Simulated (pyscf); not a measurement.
H₃C–CH(CH₃)–O–Ti(OH)(OH)–OH → HO–Ti(OH)(OH)–OH + propene (H₂C=CH–CH₃) (elimination; singlet surface; C–O, C–H broken, H–O formed). Structures and frequencies: ωB97X-D3(BJ)/def2-SVP in PySCF. Rate constants from transition-state theory at the high-pressure limit, ωB97M-D3(BJ)/def2-TZVP energies (ideal gas, 1 atm, RRHO with modes under 100 cm⁻¹ raised to 100, one conformer, R ln 2 for chiral ones without a mode under 150 cm⁻¹; no tunnelling), k in s⁻¹.

```csv
T (K),1000/T,log10 k
298,3.354,-28.68
600,1.667,-7.43
900,1.111,?
1200,0.833,3.23
```

Q: Fit an Arrhenius line to the three values, give the activation energy, and predict k at 900 K.

A: Least squares gives log10 k = 13.72 − 12.65 × 1000/T, so Ea = 12.65 × ln 10 × 1.987 = 57.9 kcal/mol, against an electronic barrier of 61.1. At 900 K the line gives -0.34; the computed value is -0.34 (ΔG‡ = 56.1 kcal/mol), close to the line. On the product side the descent ends in a complex (not fully relaxed), 6.3 kcal/mol under the separated species and 46.3 kcal/mol under the saddle at ωB97X-D3(BJ)/def2-TZVP. At ωB97X-D3(BJ) the barrier from the zero used here is 63.4 kcal/mol. One saddle was located; it need not be the lowest between these sides.
